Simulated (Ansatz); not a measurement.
A nudged elastic band was laid between two geometries of CHO2 (4 atoms, charge -1, multiplicity 1).

The calculation used Ansatz, RKS revPBE-D4/def2-mTZVP.

* movable images: 7
* climbing image: yes
* spring: 5.0 eV/Å²
* optimiser: quadratic models (default)
* start path: through a guess of the saddle point
* force threshold: 0.05 eV/Å
* iteration limit: 60
* end points: relaxed

Image 0:

```xyz
4
Properties=species:S:1:pos:R:3
O -0.020 0.341 1.257
C 0.635 -0.362 0.465
O 0.083 -0.299 -0.906
H -0.698 0.319 -0.816
```

Image 8:

```xyz
4
Properties=species:S:1:pos:R:3
O 0.237 0.221 1.558
C 0.512 -0.264 0.471
O -0.553 0.255 -0.624
H -0.197 -0.213 -1.405
```

(1) Which bonds break or form, and what moves?

(2) Give the energies along the band, and the barrier.

(3) What is the geometry of the highest image?

(4) What are the harmonic wavenumbers there?

Answers

(1) No bond is made or broken. The dihedral O1–C2–O3–H4 goes from 0 to 180°.

(2) The forces met the threshold. The highest image is number 4 of 0 to 8, 39.5 kJ/mol above the first end and 30.7 kJ/mol above the last; the last end lies 8.7 kJ/mol above the first. A vibrational analysis at the climbing image gives one clearly imaginary mode, 435i cm⁻¹: a first-order saddle point. Limits of this set-up: an anion without diffuse functions.

| image | path coordinate (Å) | energy (kJ/mol) | dihedral O1–C2–O3–H4 (°) |
| --- | --- | --- | --- |
| 0 | 0.00 | 0.0 | 0 |
| 1 | 0.21 | 8.7 | 18 |
| 2 | 0.42 | 23.6 | 39 |
| 3 | 0.62 | 35.1 | 64 |
| 4 | 0.83 | 39.5 | 88 |
| 5 | 1.04 | 35.1 | 112 |
| 6 | 1.26 | 24.8 | 135 |
| 7 | 1.47 | 13.9 | 157 |
| 8 | 1.68 | 8.7 | 180 |

(3) 
```xyz
4
Properties=species:S:1:pos:R:3
O 0.064 0.124 1.515
C 0.764 -0.017 0.553
O -0.300 -0.505 -0.881
H -0.529 0.397 -1.188
```

(4) 435i, 235, 532, 704, 1745, 3616 cm⁻¹.

Time of the run: 2.4 min on 1 thread of AMD EPYC (Zen 3) (shared host), peak memory 0.12 GiB.
